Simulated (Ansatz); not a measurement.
bcc Mo

All values below come from r²SCAN-D4 (plane waves, PAW; Ansatz, a program for electronic structure).

Numerical settings: plane-wave cutoff 500 eV, 32×32×32 k mesh, Fermi–Dirac smearing 0.1 eV, no spin polarisation, scalar-relativistic PAW data made under PBE.

Cell (relaxed at this level):

```
Mo
1.0
   -1.57216     1.57216     1.57216
    1.57216    -1.57216     1.57216
    1.57216     1.57216    -1.57216
Mo
1
Direct
  0.00000   0.00000   0.00000
```

For bcc Mo, the volume per atom is 15.54 Å³/atom and the lattice constant a is 3.144 Å.

Measured, for comparison: equilibrium volume per atom 15.49 Å³/atom, lattice constant a 3.141 Å (static lattice: zero-point anharmonic expansion removed; as tabulated in Mejia-Rodriguez and Trickey (2018), arXiv:1807.09216). Computed (rounded) less measured: equilibrium volume per atom +0.3 %, lattice constant a +0.1 %.

Computed values are for the static lattice.

The result took around 100 core-seconds (rough).
